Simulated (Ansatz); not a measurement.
## Relaxing gadolinium (hcp)

Theory: Ansatz, DFT, r2SCAN, plane waves (500 eV) with PAW, scalar-relativistic. (PAW data from PBE, frozen cores regenerated.)

k-point mesh 10×10×6, Fermi-Dirac smearing 0.05 eV, starting moments 7.00, -7.00 μB. Cell and atoms relax.

Starting structure:

```yaml
crystal:
  lattice:
    - [3.6360007066, 0.0, 0.0]
    - [-1.8180003533, 3.1488689801, 0.0]
    - [0.0, 0.0, 5.7826]
  atoms:
    - { symbol: Gd, position: [0.3333333333, 0.6666666667, 0.25], spin: 7.0 }
    - { symbol: Gd, position: [0.6666666667, 0.3333333333, 0.75], spin: -7.0 }
hamiltonian:
  xc: r2scan
  pseudopotentials:
    kind: paw
    azcp:
      Gd: "pseudopotentials/Gd.paw.azcp"
basis:
  ecutwfc: 500
  fft_grid_basis: typed
kpoints:
  mp_grid: { grid: [10, 10, 6], shift: [0, 0, 0] }
magnetization:
  spin_polarized: true
scf:
  occupations: { method: fermi_dirac, width: 0.05 }
relax:
  max_steps: 60
  f_tol: 0.01
  cell: {}
```

Task: What cell does the relaxation end in?

Result: P6_3/mmc (spin ignored) with a = 3.597 Å, c = 6.050 Å (c/a = 1.682); 33.90 Å³ per atom against 33.10 at the start (2.4 %).

Task: How much energy does the relaxation gain?

Result: 13.0 meV per atom.

Path of the relaxation (the plane waves are chosen anew near the end, which can shift the energy a little):

```json
{"step": "0", "E − E(final) (meV/atom)": "12.95", "V (Å³/atom)": "33.103", "P (GPa)": "0.50", "max force (eV/Å)": "0.000"}
{"step": "1", "E − E(final) (meV/atom)": "2.03", "V (Å³/atom)": "33.517", "P (GPa)": "0.28", "max force (eV/Å)": "0.000"}
{"step": "2", "E − E(final) (meV/atom)": "0.26", "V (Å³/atom)": "33.958", "P (GPa)": "-0.04", "max force (eV/Å)": "0.000"}
{"step": "3", "E − E(final) (meV/atom)": "0.24", "V (Å³/atom)": "33.901", "P (GPa)": "0.02", "max force (eV/Å)": "0.000"}
{"step": "4", "E − E(final) (meV/atom)": "0.00", "V (Å³/atom)": "33.901", "P (GPa)": "0.02", "max force (eV/Å)": "0.000"}
```

Task: Which magnetic state does it end in?

Result: antiferromagnetic, largest moment 7.60 μB in the atomic sphere; moments 7.60, -7.60 μB.

The f occupation was not exhaustively searched.
